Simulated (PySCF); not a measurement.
# The first ionisation energy along the third row

Calculated with PySCF 2.14 from differences of total energies of unrestricted determinants, without spin-orbit coupling. Values in eV. The last column holds reference values (NIST; (s) semi-empirical, (t) theoretical, else measured). Unmarked ones compare directly (S terms, centres of terms, or small fine structure); those marked * lie between the lowest fine-structure levels and include a spin-orbit shift.

```json
{"element": "Mg (cc-pVDZ-DK, spin-free X2C)", "configurations": "[Ne] 3s2 → [Ne] 3s1", "UHF": "6.634", "LDA": "n/a", "MP2 (valence)": "7.215", "SCS-MP2 (valence)": "7.331", "CCSD (valence)": "7.527", "CCSD(T) (valence)": "7.527", "reference": "7.646"}
{"element": "Al (cc-pVDZ-DK, spin-free X2C)", "configurations": "[Ne] 3s2 3p1 → [Ne] 3s2", "UHF": "5.574", "LDA": "6.019", "MP2 (valence)": "5.725", "SCS-MP2 (valence)": "5.706", "CCSD (valence)": "5.808", "CCSD(T) (valence)": "5.826", "reference": "5.977"}
{"element": "Si (cc-pVDZ-DK, spin-free X2C)", "configurations": "[Ne] 3s2 3p2 → [Ne] 3s2 3p1", "UHF": "7.632", "LDA": "8.211", "MP2 (valence)": "7.909", "SCS-MP2 (valence)": "7.837", "CCSD (valence)": "7.928", "CCSD(T) (valence)": "7.938", "reference": "8.157"}
{"element": "P (cc-pVDZ-DK, spin-free X2C)", "configurations": "[Ne] 3s2 3p3 → [Ne] 3s2 3p2", "UHF": "9.922", "LDA": "10.537", "MP2 (valence)": "10.305", "SCS-MP2 (valence)": "10.165", "CCSD (valence)": "10.231", "CCSD(T) (valence)": "10.233", "reference": "10.526"}
{"element": "Cl (cc-pVDZ-DK, spin-free X2C)", "configurations": "[Ne] 3s2 3p5 → [Ne] 3s2 3p4", "UHF": "11.796", "LDA": "13.135", "MP2 (valence)": "12.407", "SCS-MP2 (valence)": "12.384", "CCSD (valence)": "12.345", "CCSD(T) (valence)": "12.347", "reference": "12.974"}
{"element": "Ar (cc-pVDZ-DK, spin-free X2C)", "configurations": "[Ar] → [Ne] 3s2 3p5", "UHF": "14.659", "LDA": "15.952", "MP2 (valence)": "15.416", "SCS-MP2 (valence)": "15.326", "CCSD (valence)": "15.276", "CCSD(T) (valence)": "15.277", "reference": "15.819"}
```

Question: Fill in the row of S (cc-pVDZ-DK, spin-free X2C) ([Ne] 3s2 3p4 → [Ne] 3s2 3p3).

Answer: UHF 9.180; LDA 10.470; MP2 (valence) 9.615; SCS-MP2 (valence) 9.644; CCSD (valence) 9.625; CCSD(T) (valence) 9.631; reference 10.336 (eV).

"Valence" correlates the outer s and p shells and, in groups 3 to 12 and the f block, the outer d or f shell, open or full, or the next shell where the ion has no valence electron left; the wider scheme adds the next inner shell.
